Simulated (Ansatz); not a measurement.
## Ansatz (development build ahead of 0.2.0) run

```yaml
crystal:
  periodic: [false, false, false]
  atoms:
    - { symbol: C, position_ang: [1.34189, 0.02676, -0.08345] }
    - { symbol: C, position_ang: [0.72957, 1.18704, 0.00963] }
    - { symbol: C, position_ang: [-0.76844, 1.14103, -0.04152] }
    - { symbol: C, position_ang: [-1.36012, -0.04627, 0.02792] }
    - { symbol: C, position_ang: [-0.69025, -1.18816, -0.02241] }
    - { symbol: C, position_ang: [0.75962, -1.13221, 0.00978] }
    - { symbol: H, position_ang: [2.52498, 0.02793, -0.07902] }
    - { symbol: H, position_ang: [1.24821, 2.16713, -0.03173] }
    - { symbol: H, position_ang: [-1.25547, 2.18641, 0.06314] }
    - { symbol: H, position_ang: [-2.39878, 0.006, 0.04477] }
    - { symbol: H, position_ang: [-1.27053, -2.16929, 0.06337] }
    - { symbol: H, position_ang: [1.25018, -2.19811, -0.02864] }
basis:
  gaussian: { orbitals: "6-31G" }
hamiltonian:
  xc: hf
correlation:
  method: mp2
  frozen_orbitals: { C: 1, H: 0 }
```

The input is written out in the form of the current development build from the run's settings.

Results

| Item | Value |
| --- | --- |
| Converged | yes |
| Reference energy | -230.55571 hartree |
| Correlation energy | -0.52081 hartree |
| Total energy | -231.07652 hartree |
| Spin squared of the determinant | 0.000 |

Caution: no unrestricted run beside it, a lower state can exist.
